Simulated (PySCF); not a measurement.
## One molecule, many functionals

Species: CH2PH, CH₃P.
InChI=1S/CH3P/c1-2/h2H,1H2

Linear-response calculations in the def2-SVPD basis (PySCF; singlets by full response, triplets Tamm–Dancoff, core orbitals frozen in the response; HF means time-dependent Hartree–Fock). 'Strongest' is the level of largest summed f among the singlets computed (10 roots, of which the last may lack a degenerate partner); it can jump between rows when another state enters that window. S1 is the lowest singlet of each run and needn't be the same state throughout; f(S1) is that of one state. Isolated species at its PBE0-D3(BJ)/def2-SVP geometry, gas phase.

```csv
functional,kind,S1 (eV),f(S1),strongest (eV),T1 (eV),HOMO (eV),gap (eV),"ionisation energy, ΔSCF (eV)"
LDA,LDA,4.43,0.007,5.94,3.36,-6.78,3.94,10.46
PBE,GGA,4.53,0.008,5.90,3.10,-6.74,4.07,10.32
B3LYP,"global hybrid, 20% exact exchange",4.69,0.009,5.84,2.99,-7.55,5.60,10.24
PBE0,"global hybrid, 25% exact exchange",4.70,0.009,5.90,2.89,-7.81,6.04,10.20
BHandHLYP,"global hybrid, 50% exact exchange",4.89,0.010,5.80,2.75,-8.61,7.89,9.93
wB97X-D,range-separated hybrid,4.74,0.009,5.85,3.00,-9.65,9.65,10.21
LC-wPBE,range-separated hybrid,4.75,0.010,5.87,2.69,-10.44,10.91,10.17
HF,Hartree–Fock,5.19,0.012,5.67,2.16,-9.86,11.63,not settled
```

Question: What does CAM-B3LYP (range-separated hybrid) give?

Answer: S1 (eV) 4.73, f(S1) 0.009, strongest (eV) 5.83, T1 (eV) 2.88, HOMO (eV) -9.04, gap (eV) 8.43, ionisation energy, ΔSCF (eV) 10.18. S1 runs from 4.43 eV (LDA) to 5.19 eV (HF), a spread of 0.76 eV, while the orbital gap spreads over 7.7 eV. −ε(HOMO) comes closest to its own ΔSCF ionisation energy with LC-wPBE (+0.28 eV) and misses most with LDA (-3.68 eV). 'Not settled' means that the ion's SCF failed to converge or may have ended in another state than the lowest.
